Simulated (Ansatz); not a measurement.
# BNHS (quartet): from Hartree-Fock to the top rungs, def2-QZVPP

An exercise on one series of results from a longer session: the logs are not shown, and one member is left open.

Program: Ansatz 0.2.0, Gaussian basis. Level of theory: def2-QZVPP, core rule «outside noble gas», up to 7 orbitals frozen. These are calculated values, not measurements.

To be run: UHF; ROHF; CCSD(T) on UHF.

2 further runs of the same task are left out: 2 set aside as unsound or not needed.

## The geometry

The geometry is a PBE0/def2-TZVP stationary point (not a proven minimum) of the parent state, kept for this charge and spin.

4 atoms, charge 0, spin multiplicity 4.

Atoms are counted from 1 here; the program's logs count them from 0.

Bond lengths: B1–N2 1.256 Å, B1–H4 1.170 Å, N2–S3 1.585 Å. Angles: N2–B1–H4 180.0°, B1–N2–S3 180.0°.

Set-up of the first run:

The input, in.yaml:

```yaml
crystal:
  periodic: [false, false, false]
  atoms:
    - {symbol: B, position_ang: [0.000000, 0.000000, 0.731700]}
    - {symbol: N, position_ang: [0.000000, 0.000000, -0.524000]}
    - {symbol: S, position_ang: [0.000000, 0.000000, -2.109200]}
    - {symbol: H, position_ang: [0.000000, 0.000000, 1.901500]}
basis:
  gaussian: {orbitals: "def2-QZVPP.json"}
magnetization: {spin_polarized: true, initial_magnetization: 3}
hamiltonian: {xc: hf}
output: {orbitals: {seedname: orbitals}}
```

Started as:

```sh
> ansatz run in.yaml --threads 1 --pin off --events-out ev --progress --plain --max-ram 2393MiB
```

Among the steps run: UHF; ROHF; CCSD(T) on UHF.

One table of the session follows, with a row left open; its other results are not shown here.

```
  method  from UCCSD(T) (kJ/mol)
    ROHF                       ?
     UHF                 +1303.4
    UMP2                  +130.7
   UCCSD                   +67.3
UCCSD(T)                       0
```

**Question.** Estimate the row for ROHF.

The run gave: from UCCSD(T) (kJ/mol): +1350.4. In the column «from UCCSD(T) (kJ/mol)» it is the highest.
